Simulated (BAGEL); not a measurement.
**doublet CH7NSi+, run twice**

Wanted: a single-point energy of doublet CH7NSi+, UHF/6-31G* (density fitting with qzvpp-jkfit, spherical functions).

The results are computed with BAGEL 1.2.2.

## (1) The structure to begin with

CH7NSi+ has 10 atoms, charge +1, and is taken as a doublet. SMILES of the parent species: `C[SiH2]N`. Geometry: relaxed at PBE0-D4/def2-TZVP. This is one conformer, not always the lowest. That shape belongs to the parent species and isn't relaxed for this state.

Bond lengths: C1–Si2 1.871 Å, Si2–N3 1.720 Å, C1–H4 1.094 Å, C1–H5 1.093 Å, C1–H6 1.093 Å, Si2–H7 1.489 Å, Si2–H8 1.489 Å, N3–H9 1.007 Å, N3–H10 1.007 Å. Some angles: C1–Si2–N3 116.4°, C1–Si2–H7 108.4°, C1–Si2–H8 108.4°, N3–Si2–H7 106.9°, N3–Si2–H8 106.9°, Si2–C1–H4 110.5°, Si2–C1–H5 111.2°, Si2–C1–H6 111.2°, Si2–N3–H9 120.7°, Si2–N3–H10 120.7°.

## (2) Try one

The input, calc.json:

```json
{ "bagel": [

{
  "title": "molecule",
  "basis": "6-31gs.json",
  "df_basis": "qzvpp-jkfit",
  "angstrom": true,
  "geometry": [
    { "atom": "C", "xyz": [      -1.164000,       0.523700,      -0.550500 ] },
    { "atom": "Si", "xyz": [       0.201300,      -0.665200,      -0.076700 ] },
    { "atom": "N", "xyz": [       1.478100,      -0.020900,       0.879700 ] },
    { "atom": "H", "xyz": [      -1.921800,       0.016300,      -1.155000 ] },
    { "atom": "H", "xyz": [      -0.773200,       1.361000,      -1.134500 ] },
    { "atom": "H", "xyz": [      -1.657900,       0.930900,       0.335700 ] },
    { "atom": "H", "xyz": [       0.818500,      -1.192400,      -1.324900 ] },
    { "atom": "H", "xyz": [      -0.399200,      -1.784200,       0.700500 ] },
    { "atom": "H", "xyz": [       2.165200,       0.593000,       0.474400 ] },
    { "atom": "H", "xyz": [       1.336200,       0.186700,       1.854400 ] }
  ]
},

{
  "title": "rohf",
  "charge": 1,
  "nopen": 1
},

{
  "title": "print",
  "file": "orbitals.molden",
  "orbitals": true
}

]}
```

The basis set 6-31G* is read from a file made from the Basis Set Exchange's data (not shown).

Command:

```
$ BAGEL_NUM_THREADS=1 BAGEL calc.json > calc.out
```

The program printed:

```text
* using 1 threads per process

  ===============================================================
  ===============================================================

  *** Geometry ***

  { "atom" : "C", "xyz" : [     -2.199641,      0.989650,     -1.040294 ] },
  { "atom" : "Si", "xyz" : [      0.380402,     -1.257046,     -0.144942 ] },
  { "atom" : "N", "xyz" : [      2.793204,     -0.039495,      1.662392 ] },
  { "atom" : "H", "xyz" : [     -3.631676,      0.030803,     -2.182634 ] },
  { "atom" : "H", "xyz" : [     -1.461136,      2.571917,     -2.143894 ] },
  { "atom" : "H", "xyz" : [     -3.132977,      1.759146,      0.634381 ] },
  { "atom" : "H", "xyz" : [      1.546741,     -2.253309,     -2.503698 ] },
  { "atom" : "H", "xyz" : [     -0.754379,     -3.371649,      1.323753 ] },
  { "atom" : "H", "xyz" : [      4.091635,      1.120608,      0.896486 ] },
  { "atom" : "H", "xyz" : [      2.525052,      0.352812,      3.504308 ] },

  Number of auxiliary basis functions:      406

  Since a DF basis is specified, we compute 2- and 3-index integrals:
    o Being stored without compression. Storage requirement is 0.012 GB

  Number of basis functions:       60
  Number of electrons      :       34

    * METHOD: MOLECULE                             0.15

  *** Open-shell HF ***

  === Nuclear Repulsion ===
   116.4321246787

      * DIIS with orbital gradients will be used.

  === ROHF iteration (6-31gs.json) ===
      0       -384.82883544          0.04058632           0.06
      1       -384.92142260          0.02930467           0.06
      2       -384.94541198          0.02114013           0.05
      3       -384.98376771          0.00473147           0.06
      4       -384.99025949          0.00400126           0.06
      5       -384.99484110          0.00414219           0.06
      6       -384.97010303          0.00266860           0.06
      7       -384.96337296          0.00364174           0.06
      8       -384.96633119          0.00356981           0.06
      9       -384.96609294          0.00352217           0.06
[... 86 lines of this table left out ...]
     96       -384.97563780          0.00292062           0.06
     97       -384.96180392          0.00286010           0.06
     98       -384.96559161          0.00285683           0.05
     99       -384.98544617          0.00369437           0.06
    * Max iteration reached in SCF.

    * S^2 (ROHF) is 0.7507

    * Permanent dipole moment:
           (   -0.552642,    -0.845616,    -0.580086) a.u.

    * METHOD: ROHF                                 5.97

    * METHOD: PRINT                                0.01

  ===============================================================
```

Run time: 6.3 s. Hardware: 1 thread of Arm Neoverse V1, shared host.

## (3) What went wrong

The run stopped without converging.

Among its listed settings the sound run differs in this, and the input shows the rest: reference UHF in place of ROHF. The next try takes another reference, UHF in place of ROHF: a different method, not a cure for the first.

## (4) Try two

The input, hf.json:

```json
{ "bagel": [

{
  "title": "molecule",
  "basis": "6-31gs.json",
  "df_basis": "qzvpp-jkfit",
  "angstrom": "true",
  "geometry": [
    { "atom": "C", "xyz": [      -1.164000,       0.523700,      -0.550500 ] },
    { "atom": "Si", "xyz": [       0.201300,      -0.665200,      -0.076700 ] },
    { "atom": "N", "xyz": [       1.478100,      -0.020900,       0.879700 ] },
    { "atom": "H", "xyz": [      -1.921800,       0.016300,      -1.155000 ] },
    { "atom": "H", "xyz": [      -0.773200,       1.361000,      -1.134500 ] },
    { "atom": "H", "xyz": [      -1.657900,       0.930900,       0.335700 ] },
    { "atom": "H", "xyz": [       0.818500,      -1.192400,      -1.324900 ] },
    { "atom": "H", "xyz": [      -0.399200,      -1.784200,       0.700500 ] },
    { "atom": "H", "xyz": [       2.165200,       0.593000,       0.474400 ] },
    { "atom": "H", "xyz": [       1.336200,       0.186700,       1.854400 ] }
  ]
},

{
  "title": "uhf",
  "charge": 1,
  "nopen": 1
},

{
  "title": "print",
  "file": "orbitals.molden",
  "orbitals": "true"
}

]}
```

The basis set 6-31G* is read from a file made from the Basis Set Exchange's data (not shown).

Command:

```
$ BAGEL_NUM_THREADS=1 BAGEL hf.json > hf.out
```

The program printed:

```text
* using 1 threads per process

  ===============================================================
  ===============================================================

  *** Geometry ***

  { "atom" : "C", "xyz" : [     -2.199641,      0.989650,     -1.040294 ] },
  { "atom" : "Si", "xyz" : [      0.380402,     -1.257046,     -0.144942 ] },
  { "atom" : "N", "xyz" : [      2.793204,     -0.039495,      1.662392 ] },
  { "atom" : "H", "xyz" : [     -3.631676,      0.030803,     -2.182634 ] },
  { "atom" : "H", "xyz" : [     -1.461136,      2.571917,     -2.143894 ] },
  { "atom" : "H", "xyz" : [     -3.132977,      1.759146,      0.634381 ] },
  { "atom" : "H", "xyz" : [      1.546741,     -2.253309,     -2.503698 ] },
  { "atom" : "H", "xyz" : [     -0.754379,     -3.371649,      1.323753 ] },
  { "atom" : "H", "xyz" : [      4.091635,      1.120608,      0.896486 ] },
  { "atom" : "H", "xyz" : [      2.525052,      0.352812,      3.504308 ] },

  Number of auxiliary basis functions:      406

  Since a DF basis is specified, we compute 2- and 3-index integrals:
    o Being stored without compression. Storage requirement is 0.012 GB

  Number of basis functions:       60
  Number of electrons      :       34

    * METHOD: MOLECULE                             0.15

  *** Open-shell HF ***

  === Nuclear Repulsion ===
   116.4321246787

      * DIIS with orbital gradients will be used.

  === UHF iteration (6-31gs.json) ===
      0       -384.82883544          0.04058632           0.05
      1       -384.93225094          0.02833578           0.06
      2       -384.96510377          0.01870003           0.06
      3       -384.99590638          0.00407383           0.06
      4       -385.00381047          0.00348484           0.06
      5       -385.01084356          0.00306616           0.06
      6       -385.02008097          0.00393474           0.06
      7       -385.02109075          0.00125980           0.06
      8       -385.02216760          0.00035323           0.06
      9       -385.02226260          0.00044369           0.06
     10       -385.02233458          0.00011146           0.06
     11       -385.02234842          0.00003770           0.06
     12       -385.02234856          0.00000959           0.06
     13       -385.02234894          0.00000514           0.06
     14       -385.02234925          0.00000326           0.06
     15       -385.02234934          0.00000155           0.06
     16       -385.02234934          0.00000065           0.05
     17       -385.02234934          0.00000019           0.06
     18       -385.02234934          0.00000007           0.05
     19       -385.02234934          0.00000003           0.06
     20       -385.02234934          0.00000001           0.06
     21       -385.02234934          0.00000001           0.06
     22       -385.02234934          0.00000001           0.06
    * SCF iteration converged.

    * S^2 (UHF) is 0.7637

    * Permanent dipole moment:
           (   -1.476588,    -0.749535,    -1.107784) a.u.

    * METHOD: UHF                                  1.41

    * METHOD: PRINT                                0.01

  ===============================================================
```

Wall time 1.7 s (1 thread of Arm Neoverse V1, shared host).

## (5) What came out

Level: UHF/6-31G* (density fitting with qzvpp-jkfit, spherical functions).

| quantity | value |
| --- | --- |
| total energy | -385.02235 Eh |
| ⟨S²⟩ | 0.764 |
